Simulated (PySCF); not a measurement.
## Working out the ionisation energy of C

C [He] 2s2 2p2 (3P) → C⁺ [He] 2s2 2p1 (2P). Calculation: PySCF 2.14, in ANO-RCC-VTZP (4s3p2d1f, 30 functions); the spin-free X2C one-electron Hamiltonian (Gaussian nucleus). Frozen: nothing. Energies in hartree (1 hartree = 27.21139 eV):

| part | C (lower) | C⁺ (upper) |
| --- | --- | --- |
| UHF | -37.708463 | -37.311598 |
| CCSD correlation | -0.094782 | -0.081133 |
| (T) | -0.002283 | -0.001344 |

**Question.** What does Hartree-Fock give?

**Answer.** (-37.311598) − (-37.708463) = 0.396865 hartree = 10.799 eV.

**Question.** What do CCSD and CCSD(T) give?

**Answer.** The CCSD correlation energies differ by 0.013649 hartree = 0.371 eV and the triples by 0.000939 hartree = 0.026 eV, so CCSD gives 11.170 eV and CCSD(T) 11.196 eV.

Measured between the centres of the two terms (NIST): 11.262 eV, so CCSD(T) (valence and next inner shell) is off by -0.066 eV.

What remains against the reference includes basis incompleteness and higher excitations.
